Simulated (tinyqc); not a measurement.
Worked calculation: CIS on RHF in the sto-3g basis, for LiH, spin multiplicity 1. Computed by tinyqc, a small Python program that keeps every step (integrals from PySCF). Settings: charge = 0, multiplicity = 1, basis = sto-3g, method = RHF, energy threshold = 1e-10, iteration cap = 61, orthogonalisation = symmetric, start = atomic densities, DIIS depth = 6. Command: `OMP_NUM_THREADS=1 python tinyqc.py 22477 22478 out.jsonl` (the two numbers bound the seeds that draw the settings). One thread of a shared host (Intel(R) Xeon(R) Processor @ 2.60GHz), about 0.09 s of CPU time with the checks. Later iterations appear only in the table of the cycle.

## One-electron integrals

Geometry (angstrom):
```
atom        x        y        z
Li    0.00000  0.00000  0.00000
H     0.00000  0.00000  1.91100
```

Basis sto-3g: exponents (1/bohr^2) and contraction coefficients of normalised primitives:
```
element  l (shell)  exponent  coefficient
Li           s (1)  16.11958      0.15433
Li           s (1)   2.93620      0.53533
Li           s (1)   0.79465      0.44463
Li           s (2)   0.63629     -0.09997
Li           s (2)   0.14786      0.39951
Li           s (2)   0.04809      0.70012
Li           p (3)   0.63629      0.15592
Li           p (3)   0.14786      0.60768
Li           p (3)   0.04809      0.39196
H            s (1)   3.42525      0.15433
H            s (1)   0.62391      0.53533
H            s (1)   0.16886      0.44463
```

Overlap, kinetic and nuclear-attraction integrals over the contracted functions; the nuclear repulsion is the sum of Za Zb / Rab.

nuclear repulsion = 0.8307335 hartree

overlap S:
```
          1Li 1s   1Li 2s  1Li 2px  1Li 2py  1Li 2pz    2H 1s
1Li 1s   1.00000  0.24114  0.00000  0.00000  0.00000  0.03381
1Li 2s   0.24114  1.00000  0.00000  0.00000  0.00000  0.31932
1Li 2px  0.00000  0.00000  1.00000  0.00000  0.00000  0.00000
1Li 2py  0.00000  0.00000  0.00000  1.00000  0.00000  0.00000
1Li 2pz  0.00000  0.00000  0.00000  0.00000  1.00000  0.44399
2H 1s    0.03381  0.31932  0.00000  0.00000  0.44399  1.00000
```

kinetic energy T (hartree):
```
           1Li 1s    1Li 2s  1Li 2px  1Li 2py  1Li 2pz     2H 1s
1Li 1s    3.57679  -0.02024  0.00000  0.00000  0.00000  -0.01039
1Li 2s   -0.02024   0.10216  0.00000  0.00000  0.00000   0.02375
1Li 2px   0.00000   0.00000  0.31968  0.00000  0.00000   0.00000
1Li 2py   0.00000   0.00000  0.00000  0.31968  0.00000   0.00000
1Li 2pz   0.00000   0.00000  0.00000  0.00000  0.31968   0.08396
2H 1s    -0.01039   0.02375  0.00000  0.00000  0.08396   0.76003
```

nuclear attraction V (hartree):
```
           1Li 1s    1Li 2s   1Li 2px   1Li 2py   1Li 2pz     2H 1s
1Li 1s   -8.25979  -1.03112   0.00000   0.00000  -0.01129  -0.14131
1Li 2s   -1.03112  -1.46528   0.00000   0.00000  -0.10414  -0.54170
1Li 2px   0.00000   0.00000  -1.42837   0.00000   0.00000   0.00000
1Li 2py   0.00000   0.00000   0.00000  -1.42837   0.00000   0.00000
1Li 2pz  -0.01129  -0.10414   0.00000   0.00000  -1.51034  -0.76184
2H 1s    -0.14131  -0.54170   0.00000   0.00000  -0.76184  -2.05685
```

core Hamiltonian H = T + V (hartree):
```
           1Li 1s    1Li 2s   1Li 2px   1Li 2py   1Li 2pz     2H 1s
1Li 1s   -4.68301  -1.05135   0.00000   0.00000  -0.01129  -0.15171
1Li 2s   -1.05135  -1.36312   0.00000   0.00000  -0.10414  -0.51794
1Li 2px   0.00000   0.00000  -1.10869   0.00000   0.00000   0.00000
1Li 2py   0.00000   0.00000   0.00000  -1.10869   0.00000   0.00000
1Li 2pz  -0.01129  -0.10414   0.00000   0.00000  -1.19065  -0.67788
2H 1s    -0.15171  -0.51794   0.00000   0.00000  -0.67788  -1.29682
```

## Two-electron integrals

Functions are numbered as in S; the eight-fold symmetry (ij|kl) = (ji|kl) = (kl|ij) leaves the list below.

Two-electron integrals (ij|kl) in chemists' order, unique and non-zero (hartree):
```
(11|11) 1.68040   (21|11) 0.26542   (21|21) 0.04994   (22|11) 0.39773
(22|21) 0.09286   (22|22) 0.29056   (31|31) 0.00898   (32|31) 0.01379
(32|32) 0.06418   (33|11) 0.39664   (33|21) 0.09288   (33|22) 0.29050
(33|33) 0.31295   (41|41) 0.00898   (42|41) 0.01379   (42|42) 0.06418
(43|43) 0.01687   (44|11) 0.39664   (44|21) 0.09288   (44|22) 0.29050
(44|33) 0.27921   (44|44) 0.31295   (51|51) 0.00898   (52|51) 0.01379
(52|52) 0.06418   (53|53) 0.01687   (54|54) 0.01687   (55|11) 0.39664
(55|21) 0.09288   (55|22) 0.29050   (55|33) 0.27921   (55|44) 0.27921
(55|55) 0.31295   (61|11) 0.03584   (61|21) 0.00679   (61|22) 0.01292
(61|33) 0.01277   (61|44) 0.01277   (61|51) 0.00083   (61|52) 0.00162
(61|55) 0.01323   (61|61) 0.00101   (62|11) 0.10724   (62|21) 0.02545
(62|22) 0.08725   (62|33) 0.08241   (62|44) 0.08241   (62|51) 0.00404
(62|52) 0.02688   (62|55) 0.09683   (62|61) 0.00417   (62|62) 0.04719
(63|31) 0.00178   (63|32) 0.00890   (63|53) 0.00387   (63|63) 0.00292
(64|41) 0.00178   (64|42) 0.00890   (64|54) 0.00387   (64|64) 0.00292
(65|11) 0.14002   (65|21) 0.03351   (65|22) 0.11865   (65|33) 0.11050
(65|44) 0.11050   (65|51) 0.00624   (65|52) 0.04133   (65|55) 0.13484
(65|61) 0.00565   (65|62) 0.06955   (65|65) 0.10350   (66|11) 0.27665
(66|21) 0.06662   (66|22) 0.25236   (66|33) 0.23036   (66|44) 0.23036
(66|51) 0.01108   (66|52) 0.09414   (66|55) 0.29624   (66|61) 0.01119
(66|62) 0.17497   (66|65) 0.26643   (66|66) 0.77461
```

## Orthogonalisation

S = U s U^T; symmetric (Loewdin) form X = U s^(-1/2) U^T, so that X^T S X = 1.

eigenvalues of S: 0.44110  0.80219  1.00000  1.00000  1.17967  1.57704

X:
```
           1Li 1s    1Li 2s  1Li 2px  1Li 2py   1Li 2pz     2H 1s
1Li 1s    1.02342  -0.13047  0.00000  0.00000  -0.00718   0.01711
1Li 2s   -0.13047   1.07456  0.00000  0.00000   0.07035  -0.20312
1Li 2px   0.00000   0.00000  1.00000  0.00000   0.00000   0.00000
1Li 2py   0.00000   0.00000  0.00000  1.00000   0.00000   0.00000
1Li 2pz  -0.00718   0.07035  0.00000  0.00000   1.09559  -0.27701
2H 1s     0.01711  -0.20312  0.00000  0.00000  -0.27701   1.14563
```

## Starting guess

The start is atomic minimal-basis densities projected into this basis (PySCF's MINAO start) and scaled to the electron count of each spin; this density is not idempotent, so its energy is not variational and may lie below the converged one.

D at the start:
```
           1Li 1s    1Li 2s  1Li 2px  1Li 2py   1Li 2pz     2H 1s
1Li 1s    2.07507  -0.22451  0.00000  0.00000   0.00461  -0.01662
1Li 2s   -0.22451   1.02214  0.00000  0.00000  -0.00227   0.09514
1Li 2px   0.00000   0.00000  0.00000  0.00000   0.00000   0.00000
1Li 2py   0.00000   0.00000  0.00000  0.00000   0.00000   0.00000
1Li 2pz   0.00461  -0.00227  0.00000  0.00000   0.00379   0.05770
2H 1s    -0.01662   0.09514  0.00000  0.00000   0.05770   0.89641
```

## Iteration 1: building the Fock matrix

J_ij = sum D_kl (ij|kl), K_ij = sum D_kl (ik|jl); F = H + J - 0.5 K; E = tr D H + tr D J / 2 - 0.25 tr D K + E_nn.

Coulomb J (hartree):
```
          1Li 1s   1Li 2s  1Li 2px  1Li 2py  1Li 2pz    2H 1s
1Li 1s   4.05916  0.69181  0.00000  0.00000  0.01142  0.09601
1Li 2s   0.69181  1.33779  0.00000  0.00000  0.09405  0.47427
1Li 2px  0.00000  0.00000  1.31384  0.00000  0.00000  0.00000
1Li 2py  0.00000  0.00000  0.00000  1.31384  0.00000  0.00000
1Li 2pz  0.01142  0.09405  0.00000  0.00000  1.37856  0.66099
2H 1s    0.09601  0.47427  0.00000  0.00000  0.66099  1.56094
```

exchange K (hartree):
```
          1Li 1s   1Li 2s  1Li 2px  1Li 2py  1Li 2pz    2H 1s
1Li 1s   3.41995  0.55105  0.00000  0.00000  0.00882  0.08848
1Li 2s   0.55105  0.42033  0.00000  0.00000  0.08323  0.28825
1Li 2px  0.00000  0.00000  0.08281  0.00000  0.00000  0.00000
1Li 2py  0.00000  0.00000  0.00000  0.08281  0.00000  0.00000
1Li 2pz  0.00882  0.08323  0.00000  0.00000  0.19523  0.30541
2H 1s    0.08848  0.28825  0.00000  0.00000  0.30541  0.80663
```

Fock matrix F (hartree):
```
           1Li 1s    1Li 2s  1Li 2px  1Li 2py   1Li 2pz     2H 1s
1Li 1s   -2.33382  -0.63507  0.00000  0.00000  -0.00428  -0.09993
1Li 2s   -0.63507  -0.23549  0.00000  0.00000  -0.05171  -0.18780
1Li 2px   0.00000   0.00000  0.16374  0.00000   0.00000   0.00000
1Li 2py   0.00000   0.00000  0.00000  0.16374   0.00000   0.00000
1Li 2pz  -0.00428  -0.05171  0.00000  0.00000   0.09029  -0.16959
2H 1s    -0.09993  -0.18780  0.00000  0.00000  -0.16959  -0.13920
```

total energy of this density = -7.6451421 hartree

This density is the starting one; it is not idempotent, so its energy is not variational and may lie below the converged one.

## Iteration 1: diagonalisation and new density

Diagonalise F' = X^T F X, C = X C', fill 2 alpha and 2 beta electrons from the bottom; D = 2 C_occ C_occ^T. Each column has its largest component positive (the first on a tie).

F' = X^T F X (hartree):
```
          1         2        3        4         5         6
1  -2.28150  -0.35146  0.00000  0.00000  -0.00663  -0.00324
2  -0.35146  -0.06508  0.00000  0.00000   0.02522  -0.17216
3   0.00000   0.00000  0.16374  0.00000   0.00000   0.00000
4   0.00000   0.00000  0.00000  0.16374   0.00000   0.00000
5  -0.00663   0.02522  0.00000  0.00000   0.19901  -0.21912
6  -0.00324  -0.17216  0.00000  0.00000  -0.21912   0.00359
```

orbital energies (hartree): MO1 -2.33628, MO2 -0.22440, MO3 0.03888, MO4 0.16374, MO5 0.16374, MO6 0.37782

coefficients C:
```
              MO1       MO2       MO3       MO4      MO5       MO6
1Li 1s    0.99128  -0.15877  -0.21812   0.00000  0.00000  -0.09660
1Li 2s    0.03394   0.47135   0.86286   0.00000  0.00000   0.50004
1Li 2px   0.00000   0.00000   0.00000   0.84372  0.53679   0.00000
1Li 2py   0.00000   0.00000   0.00000  -0.53679  0.84372   0.00000
1Li 2pz   0.00254   0.22006  -0.46233   0.00000  0.00000   1.00988
2H 1s    -0.00017   0.65117  -0.36098   0.00000  0.00000  -0.93618
```

D after iteration 1:
```
           1Li 1s    1Li 2s  1Li 2px  1Li 2py   1Li 2pz     2H 1s
1Li 1s    2.01568  -0.08238  0.00000  0.00000  -0.06485  -0.20711
1Li 2s   -0.08238   0.44664  0.00000  0.00000   0.20762   0.61384
1Li 2px   0.00000   0.00000  0.00000  0.00000   0.00000   0.00000
1Li 2py   0.00000   0.00000  0.00000  0.00000   0.00000   0.00000
1Li 2pz  -0.06485   0.20762  0.00000  0.00000   0.09687   0.28659
2H 1s    -0.20711   0.61384  0.00000  0.00000   0.28659   0.84804
```

Within a degenerate level the vectors are fixed only up to a rotation; this is one choice.

## Iteration 8 (converged): orbitals

converged F (hartree):
```
           1Li 1s    1Li 2s  1Li 2px  1Li 2py   1Li 2pz     2H 1s
1Li 1s   -2.35563  -0.64117  0.00000  0.00000   0.01456  -0.09303
1Li 2s   -0.64117  -0.21591  0.00000  0.00000  -0.08054  -0.22552
1Li 2px   0.00000   0.00000  0.16283  0.00000   0.00000   0.00000
1Li 2py   0.00000   0.00000  0.00000  0.16283   0.00000   0.00000
1Li 2pz   0.01456  -0.08054  0.00000  0.00000   0.03253  -0.21277
2H 1s    -0.09303  -0.22552  0.00000  0.00000  -0.21277  -0.10298
```

As before.

F' = X^T F X (hartree):
```
          1         2        3        4         5         6
1  -2.30229  -0.35960  0.00000  0.00000   0.01419   0.00677
2  -0.35960  -0.02656  0.00000  0.00000   0.01006  -0.22922
3   0.00000   0.00000  0.16283  0.00000   0.00000   0.00000
4   0.00000   0.00000  0.00000  0.16283   0.00000   0.00000
5   0.01419   0.01006  0.00000  0.00000   0.15552  -0.26878
6   0.00677  -0.22922  0.00000  0.00000  -0.26878   0.08936
```

orbital energies (hartree): MO1 -2.35815, MO2 -0.25792, MO3 0.07456, MO4 0.16283, MO5 0.16283, MO6 0.45754

coefficients C:
```
              MO1       MO2       MO3      MO4       MO5       MO6
1Li 1s    0.99141  -0.15339  -0.21336  0.00000   0.00000   0.11314
1Li 2s    0.03343   0.48074   0.79811  0.00000   0.00000  -0.59050
1Li 2px   0.00000   0.00000   0.00000  0.97365  -0.22805   0.00000
1Li 2py   0.00000   0.00000   0.00000  0.22805   0.97365   0.00000
1Li 2pz  -0.00485   0.33486  -0.60293  0.00000   0.00000  -0.89798
2H 1s    -0.00017   0.57306  -0.17098  0.00000   0.00000   1.03592
```

D after iteration 8:
```
           1Li 1s    1Li 2s  1Li 2px  1Li 2py   1Li 2pz     2H 1s
1Li 1s    2.01284  -0.08120  0.00000  0.00000  -0.11235  -0.17615
1Li 2s   -0.08120   0.46445  0.00000  0.00000   0.32163   0.55097
1Li 2px   0.00000   0.00000  0.00000  0.00000   0.00000   0.00000
1Li 2py   0.00000   0.00000  0.00000  0.00000   0.00000   0.00000
1Li 2pz  -0.11235   0.32163  0.00000  0.00000   0.22431   0.38379
2H 1s    -0.17615   0.55097  0.00000  0.00000   0.38379   0.65680
```

Within a degenerate level the vectors are fixed only up to a rotation; this is one choice.

## Convergence

Stop when the energy changes by less than 1e-10 hartree and every element of the error matrix X^T (F D S - S D F) X is below 3e-06.

Course of the cycle:
```
iteration  E (hartree)     change  largest element of the error matrix
1           -7.6451421          -                             1.15e-01
2           -7.8301237  -1.85e-01                             7.80e-02
3           -7.8386509  -8.53e-03                             2.42e-02
4           -7.8398709  -1.22e-03                             5.08e-03
5           -7.8400438  -1.73e-04                             5.12e-04
6           -7.8400454  -1.59e-06                             3.49e-05
7           -7.8400454  -7.10e-09                             4.33e-07
8           -7.8400454  -1.30e-12                             4.56e-08
```

PySCF RHF in the same basis = -7.8400454 hartree

Converged in 8 iterations.

## Populations, bond orders and dipole

Mulliken: Z minus the diagonal of D S on the atom; Loewdin: the same with S^(1/2) D S^(1/2); Mayer order: 2 sum_s sum (D(s) S)_ij (D(s) S)_ji over the two atoms.

Charges (e):
```
atom  Mulliken   Loewdin
1Li   -0.00282  -0.00312
2H     0.00282   0.00312
```

Mayer bond orders:
```
pair    order
2-1   0.99999
```

dipole moment about the origin, x y z (debye): 0.00000  0.00000  -4.96525

## Integrals over molecular orbitals

(pq|rs) = sum C_ip C_jq C_kr C_ls (ij|kl), one index at a time.

one-electron integrals over orbitals h = C^T H C (hartree):
```
          1         2         3         4         5         6
1  -4.67392   0.09781   0.16366   0.00000   0.00000  -0.04943
2   0.09781  -1.38079   0.02313   0.00000   0.00000   0.01285
3   0.16366   0.02313  -1.10630   0.00000   0.00000   0.02455
4   0.00000   0.00000   0.00000  -1.10869   0.00000   0.00000
5   0.00000   0.00000   0.00000   0.00000  -1.10869   0.00000
6  -0.04943   0.01285   0.02455   0.00000   0.00000  -0.99540
```

Two-electron integrals over orbitals (pq|rs), unique and non-zero (hartree):
```
(11|11) 1.65907     (21|11) -0.10171    (21|21) 0.01091     (22|11) 0.33381
(22|21) 0.00390     (22|22) 0.46617     (31|11) -0.14066    (31|21) 0.01065
(31|22) -0.01288    (31|31) 0.02194     (32|11) 0.02097     (32|21) -0.00276
(32|22) -0.05442    (32|31) -2.92e-05   (32|32) 0.01708     (33|11) 0.39363
(33|21) -0.00958    (33|22) 0.21631     (33|31) 0.00130     (33|32) 0.01159
(33|33) 0.33339     (41|41) 0.00981     (42|41) 0.00731     (42|42) 0.02194
(43|41) 0.01032     (43|42) 0.01974     (43|43) 0.04131     (44|11) 0.39634
(44|21) -0.00382    (44|22) 0.25530     (44|31) -0.00504    (44|32) 0.00979
(44|33) 0.28092     (44|44) 0.31295     (51|51) 0.00981     (52|51) 0.00731
(52|52) 0.02194     (53|51) 0.01032     (53|52) 0.01974     (53|53) 0.04131
(54|54) 0.01687     (55|11) 0.39634     (55|21) -0.00382    (55|22) 0.25530
(55|31) -0.00504    (55|32) 0.00979     (55|33) 0.28092     (55|44) 0.27921
(55|55) 0.31295     (61|11) 0.06717     (61|21) -0.00946    (61|22) -0.00763
(61|31) -0.00414    (61|32) 0.00247     (61|33) 0.01164     (61|44) 0.00135
(61|55) 0.00135     (61|61) 0.01061     (62|11) -0.06816    (62|21) 0.00246
(62|22) 0.11401     (62|31) 0.00312     (62|32) -0.03939    (62|33) -0.01778
(62|44) -0.02967    (62|55) -0.02967    (62|61) 0.00036     (62|62) 0.12788
(63|11) 0.02015     (63|21) -0.00259    (63|22) -0.05419    (63|31) 0.00412
(63|32) 0.01335     (63|33) 0.03617     (63|44) 0.00531     (63|55) 0.00531
(63|61) 0.00437     (63|62) -0.03565    (63|63) 0.02826     (64|41) -0.00609
(64|42) -0.01911    (64|43) -0.01286    (64|64) 0.01970     (65|51) -0.00609
(65|52) -0.01911    (65|53) -0.01286    (65|65) 0.01970     (66|11) 0.35776
(66|21) 0.00146     (66|22) 0.43796     (66|31) -0.01113    (66|32) -0.04692
(66|33) 0.23939     (66|44) 0.26290     (66|55) 0.26290     (66|61) -0.00465
(66|62) 0.11347     (66|63) -0.04552    (66|66) 0.43665
```

## CIS matrix, singlets

A(ia,jb) = (e_a - e_i) d_ij d_ab + 2 (ia|jb) - (ij|ab).

CIS matrix A, singlet (hartree):
```
          1>3      1>4      1>5       1>6       2>3      2>4      2>5       2>6
1>3   2.08297  0.00000  0.00000  -0.02842   0.00952  0.00000  0.00000   0.00882
1>4   0.00000  2.14427  0.00000   0.00000   0.00000  0.01844  0.00000   0.00000
1>5   0.00000  0.00000  2.14427   0.00000   0.00000  0.00000  0.01844   0.00000
1>6  -0.02842  0.00000  0.00000   2.47915   0.00753  0.00000  0.00000  -0.00075
2>3   0.00952  0.00000  0.00000   0.00753   0.15034  0.00000  0.00000  -0.02460
2>4   0.00000  0.01844  0.00000   0.00000   0.00000  0.20933  0.00000   0.00000
2>5   0.00000  0.00000  0.01844   0.00000   0.00000  0.00000  0.20933   0.00000
2>6   0.00882  0.00000  0.00000  -0.00075  -0.02460  0.00000  0.00000   0.53327
```

## CIS singlet states

dipole integrals <i|r|a> (bohr):
```
            x        y         z
1>3   0.00000  0.00000  -0.13836
1>4   0.20078  0.04703   0.00000
1>5  -0.04703  0.20078   0.00000
1>6   0.00000  0.00000  -0.13620
2>3   0.00000  0.00000  -0.61716
2>4   0.95998  0.22485   0.00000
2>5  -0.22485  0.95998   0.00000
2>6   0.00000  0.00000   0.94269
```

Diagonalise A (1 hartree = 27.211386 eV); each vector has its largest component positive (the first on a tie). The transition dipole is mu = sqrt2 sum c_ia <i|r|a>.

singlet excitation energies (eV): 4.04593  5.69133  5.69133  14.55267  56.62805  58.35320  58.35320  67.51686

lowest vectors:
```
      state 1   state 2   state 3   state 4  state 5  state 6
1>3  -0.00525   0.00000   0.00000  -0.00528  0.99744  0.00000
1>4   0.00000  -0.00389  -0.00870   0.00000  0.00000  0.14912
1>5   0.00000  -0.00870   0.00389   0.00000  0.00000  0.98877
1>6  -0.00327   0.00000   0.00000   0.00055  0.07112  0.00000
2>3   0.99793   0.00000   0.00000  -0.06397  0.00512  0.00000
2>4   0.00000   0.40826   0.91282   0.00000  0.00000  0.00142
2>5   0.00000   0.91282  -0.40826   0.00000  0.00000  0.00942
2>6   0.06394   0.00000   0.00000   0.99794  0.00557  0.00000
```

oscillator strengths 2/3 w |mu|^2: 0.06094  0.26999  0.26999  0.68605  0.05883  0.13290

Within a degenerate level the vectors are fixed only up to a rotation; this is one choice.

## CIS matrix, triplets

A(ia,jb) = (e_a - e_i) d_ij d_ab - (ij|ab).

CIS matrix A, triplet (hartree):
```
          1>3      1>4      1>5       1>6      2>3      2>4      2>5       2>6
1>3   2.03908  0.00000  0.00000  -0.02015  0.00958  0.00000  0.00000   0.00259
1>4   0.00000  2.12464  0.00000   0.00000  0.00000  0.00382  0.00000   0.00000
1>5   0.00000  0.00000  2.12464   0.00000  0.00000  0.00000  0.00382   0.00000
1>6  -0.02015  0.00000  0.00000   2.45792  0.00259  0.00000  0.00000  -0.00146
2>3   0.00958  0.00000  0.00000   0.00259  0.11617  0.00000  0.00000   0.05419
2>4   0.00000  0.00382  0.00000   0.00000  0.00000  0.16545  0.00000   0.00000
2>5   0.00000  0.00000  0.00382   0.00000  0.00000  0.00000  0.16545   0.00000
2>6   0.00259  0.00000  0.00000  -0.00146  0.05419  0.00000  0.00000   0.27750
```

## CIS triplet states

Diagonalise A (1 hartree = 27.211386 eV); each vector has its largest component positive (the first on a tie).

triplet excitation energies (eV): 2.71078  4.50185  4.50185  8.00012  55.46138  57.81458  57.81458  66.90992

lowest vectors:
```
      state 1   state 2   state 3   state 4  state 5   state 6
1>3  -0.00435   0.00000   0.00000  -0.00302  0.99884   0.00000
1>4   0.00000   0.00025  -0.00194   0.00000  0.00000   0.90298
1>5   0.00000  -0.00194  -0.00025   0.00000  0.00000  -0.42967
1>6  -0.00127   0.00000   0.00000   0.00027  0.04791   0.00000
2>3   0.95661   0.00000   0.00000   0.29134  0.00509   0.00000
2>4   0.00000  -0.12637   0.99198   0.00000  0.00000   0.00176
2>5   0.00000   0.99198   0.12637   0.00000  0.00000  -0.00084
2>6  -0.29135   0.00000   0.00000   0.95662  0.00159   0.00000
```

Within a degenerate level the vectors are fixed only up to a rotation; this is one choice.
